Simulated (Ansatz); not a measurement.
HAl–AlH, triplet: reading a ladder of total energies

Geometry: a point of a stretch scan, not a stationary point.

```yaml
atoms:
  - { symbol: Al, position_ang: [0.0000, 0.0000, -1.8505] }
  - { symbol: Al, position_ang: [0.0000, 0.0000, 1.8505] }
  - { symbol: H, position_ang: [0.0000, 0.0000, -3.4250] }
  - { symbol: H, position_ang: [0.0000, 0.0000, 3.4250] }
```

Basis 6-31G; Ansatz 0.2.0. Correlated methods freeze the noble-gas cores, which leaves 8 electrons in 20 orbitals. Prefix R: restricted or restricted open-shell reference.

Full CI is exact within this basis and frozen core; it isn't the basis-set limit.

The cluster runs stand on a determinant 0.58 eV above the lowest RHF solution, chosen by trial CCSD; the correlation energy below is counted from it.

Runs differ by some tens of microhartree through their thresholds and, for an open shell, their frozen cores, so steps under 0.03 kcal/mol mean nothing.

| level | total energy (hartree) |
| --- | --- |
| RHF determinant under the cluster runs | -484.786787 |
| RCCSD* | -484.885708 |
| RCCSD(T)* | -484.890252 |
| RCCSDT* | -484.892404 |
| RCCSDT(Q)* | -484.892636 |
| full CI | -484.892664 |

Question: What is the correlation energy at full CI, and what share of it do RMP2 and RCCSD recover?

Answer: E(corr) = -484.892664 − (-484.786787) = -0.105877 hartree = -2.881 eV. RCCSD: -0.098921 / -0.105877 = 93.43 %.

Question: By how many kcal/mol does RCCSD(T) miss full CI (1 hartree = 627.509 kcal/mol), and which steps make up the rest?

Answer: -484.890252 − (-484.892664) = 0.002412 hartree = 1.51 kcal/mol. Steps: RCCSDT − RCCSD(T) = -1.35, RCCSDT(Q) − RCCSDT = -0.15, full CI − RCCSDT(Q) = -0.02 kcal/mol. With more than one leading determinant such errors change with state and geometry, and needn't cancel in differences.

An asterisk marks runs whose energy the program itself flagged as in doubt.
